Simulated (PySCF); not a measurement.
# Chlorine: a sound run and one with changed settings

Sound run: Cl [Ne] 3s2 3p5, Cl⁺ [Ne] 3s2 3p4. Computed with PySCF 2.14 in pcseg-2, with no relativity, point nucleus. In the sound run the correlated levels freeze [Ne]. The sound run starts from symmetry-adapted Hartree-Fock orbitals and uses a fine grid where one is needed.

Changed run: initial guess atom, at most 50 SCF cycles.

```csv
species,method,sound run (hartree),changed run (hartree),converged
Cl,UHF,-459.47818,-459.47818,yes
Cl,LDA,-458.66268,-458.66268,yes
Cl,CCSD(T),-459.65376,-459.65376,yes
Cl⁺,MN15,-459.59818,-459.59818,yes
Cl⁺,MP2,-459.16156,-459.16156,yes
```

Here the plain start reaches the same solutions.
